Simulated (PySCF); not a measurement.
```xyz
4
charge 0 multiplicity 2, angstrom
C     0.0000    0.0000   -0.2652
Cl    1.6865    0.0000    0.0303
Cl   -0.8433    1.4605    0.0303
Cl   -0.8432   -1.4606    0.0303
```

Level of theory: UPBE0 in PySCF with C def2-SVP, Cl def2-SVP; no relativity; density-fitted integrals.

This geometry of CCl₃ is a stationary point at this level.

Problem. What is the point group?

Solution. C3v.

Problem. Is it a minimum?

Solution. Yes: all harmonic wavenumbers are real.

Problem. Which band is strongest in the infrared?

Solution. 931 cm⁻¹ (e), 393 km/mol.

Problem. Give the ideal-gas entropy at 298.15 K and 1 bar by parts.

Solution. translation 168.2, rotation 104.7, vibration 22.0, spin 5.8; total 300.8 J/(mol K).

Other isomers or separated fragments may lie lower.
